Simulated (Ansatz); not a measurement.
## Heat of formation of H2O (water) from total energies

H2O: 3 atoms, total charge 0, spin state singlet. As SMILES, `O`. The shape is that of a PBE0-D4/def2-TZVP optimisation.

```xyz
3

O    -0.3027    0.2002   -0.1406
H     0.4665    0.5484    0.3153
H    -0.1638   -0.7486   -0.1747
```

Total energies at CAM-B3LYP/aug-cc-pVTZ (Ansatz 0.2.0); the atoms run unrestricted:

| species | state | energy (Eh) |
| --- | --- | --- |
| H2O | singlet | -76.438062 |
| O | triplet | -75.071156 |
| H | doublet | -0.498915 |

Harmonic wavenumbers at PBE0-D4/def2-TZVP, in cm⁻¹: 1623, 3852, 3959.

Measured heats of formation of the gaseous atoms at 298.15 K, in kJ/mol: O 249.2, H 218.0. Spin-orbit lowering of the atoms at 298 K (mean of the ground term's levels less their thermal mean, from spectra), in kJ/mol: O 0.40. Take 1 Eh = 2625.50 kJ/mol, 1 cm⁻¹ = 0.0119627 kJ/mol, RT = 2.479 kJ/mol.

Question: What heat of formation follows?

Answer: 
1. Electronic atomisation energy: (-75.071156) + 2 × (-0.498915) − (-76.438062) = 0.369076 Eh = 969.0 kJ/mol.
2. Zero-point energy: half the sum of the wavenumbers, 4717 cm⁻¹ = 56.4 kJ/mol.
3. Thermal vibrational enthalpy, Σ hcν̃/(exp(hcν̃/kT) − 1): 0.0 kJ/mol. Translation, rotation and pV of a non-linear molecule: 4 RT = 9.9 kJ/mol.
4. The 3 free atoms carry 5/2 RT each: 18.6 kJ/mol.
5. Spin-orbit coupling lowers the free atoms by 0.40 = 0.4 kJ/mol.
6. Atomisation enthalpy at 298 K: 969.0 − 0.4 − 56.4 − 0.0 − 9.9 + 18.6 = 920.9 kJ/mol.
7. Sum of the atoms' heats of formation: 685.2 kJ/mol. Heat of formation: 685.2 − 920.9 = -235.7 kJ/mol.

The tabulated value is -241.8 kJ/mol (Active Thermochemical Tables), so this level is off by +6.1 kJ/mol, or 0.7 % of the atomisation enthalpy. Anharmonicity and any spin-orbit splitting of the molecule are left out.
